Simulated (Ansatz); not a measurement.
# [NH2···H···CH3], doublet: reading a ladder of total energies

Geometry: a point of a hydrogen-transfer path between rigid fragments, not a stationary point.

```xyz
8

N    -1.1502   -0.0178   -0.0277
H    -1.4474    0.9501   -0.0277
H    -1.4474   -0.4201    0.8526
H    -0.0032   -0.0178   -0.0277
C     1.2658   -0.0178   -0.0277
H     1.2658   -1.0978   -0.0277
H     1.2658    0.5222    0.9077
H     1.2658    0.5222   -0.9630
```

Basis cc-pVDZ; Ansatz 0.2.0. Only valence electrons are correlated (noble-gas cores frozen), which leaves 15 electrons in 56 orbitals. Prefix R: restricted or restricted open-shell reference; prefix U: unrestricted.

Full CI isn't at hand for all of this; UCCSDT(Q) serves as the reference, and is uncertain by about the last step of the cluster series.

Runs differ by some tens of microhartree through their thresholds and, for an open shell, their frozen cores, so steps under 0.03 kcal/mol mean nothing.

```csv
level,total energy (hartree)
UHF,-95.694159
UMP2,-96.026934
UCCSD,-96.064237
UCCSD(T),-96.073166
UCCSDT,-96.073987
UCCSDT(Q),-96.074614
```

Task: What is the correlation energy at UCCSDT(Q), and what share of it do UMP2 and UCCSDT recover?

Result: E(corr) = -96.074614 − (-95.694159) = -0.380455 hartree = -10.353 eV. UMP2: -0.332775 / -0.380455 = 87.47 %. UCCSDT: -0.379828 / -0.380455 = 99.84 %.

Task: By how many kcal/mol does UCCSD(T) miss UCCSDT(Q) (1 hartree = 627.509 kcal/mol), and which steps make up the rest?

Result: -96.073166 − (-96.074614) = 0.001448 hartree = 0.91 kcal/mol. Steps: UCCSDT − UCCSD(T) = -0.52, UCCSDT(Q) − UCCSDT = -0.39 kcal/mol. Differences between like states or geometries often cancel part of this.
